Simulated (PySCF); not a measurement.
AlO⁺: a composite coupled-cluster calculation

State: ³Π, triplet, unpaired electrons σ ↑, π ↑. De refers to Al⁺ + O. ROHF-based CCSD(T) in PySCF 2.14 with Al cc-pV(T+d)Z, O cc-pVTZ and Al cc-pV(Q+d)Z, O cc-pVQZ (frozen core orbitals: 6; no relativity). Correlation energies are extrapolated as n⁻³ (n = 3, 4), Hartree–Fock as (n+1)·exp(−9√n). CV is the change on freezing 1 orbitals instead, in Al cc-pwCVTZ, O cc-pwCVTZ. SR is the spin-free X2C energy in Al cc-pVTZ-DK, O cc-pVTZ-DK less the non-relativistic one in Al cc-pVTZ, O cc-pVTZ.

| Level | Re (Å) | ωe (cm⁻¹) | ωexe (cm⁻¹) | αe (cm⁻¹) | De (eV) |
| --- | --- | --- | --- | --- | --- |
| CCSD(T)/TZ | 1.7346 | 773.9 | 8.59 | 0.00636 | 1.124 |
| CCSD(T)/QZ | 1.7293 | 791.9 | 8.09 | 0.00604 | 1.252 |
| HF/CBS | 1.6843 | 922 | n/a | 0.00447 | 0.320 |
| MP2/CBS | 1.7199 | 832 | n/a | n/a | 1.551 |
| CCSD/CBS | 1.7176 | 825 | n/a | 0.00560 | 1.145 |
| CCSD(T)/CBS | 1.7273 | 798.3 | n/a | 0.00591 | 1.311 |
| CCSD(T)/CBS+CV | 1.7235 | 793.1 | n/a | 0.00615 | 1.248 |
| CCSD(T)/CBS+CV+SR | 1.7238 | 789.8 | n/a | 0.00623 | 1.225 |

Problem. How much is left between CCSD(T)/QZ and the basis-set limit, and how much do the triples give at the limit?

Solution. CCSD(T)/CBS less CCSD(T)/QZ: -2.0 mÅ in Re, +6.4 cm⁻¹ in ωe and +0.059 eV in De. CCSD(T)/CBS less CCSD/CBS: +9.7 mÅ in Re, -26.6 cm⁻¹ in ωe and +0.166 eV in De.

Problem. What do the later terms add?

Solution. CV: -3.8 mÅ in Re, -5.2 cm⁻¹ in ωe and -0.063 eV in De; SR: +0.3 mÅ in Re, -3.3 cm⁻¹ in ωe and -0.023 eV in De, each against the row above.

The T1 diagnostic is 0.034. The state was picked by a PBE0 search and need not be the measured ground state. Spin–orbit coupling, excitations beyond (T) and corrections to the Born–Oppenheimer picture are left out.

The whole job (state search and all basis sets along the bond) took about 17 min on 4 threads of Arm Neoverse V1 (shared host), peak memory 9.4 GiB.
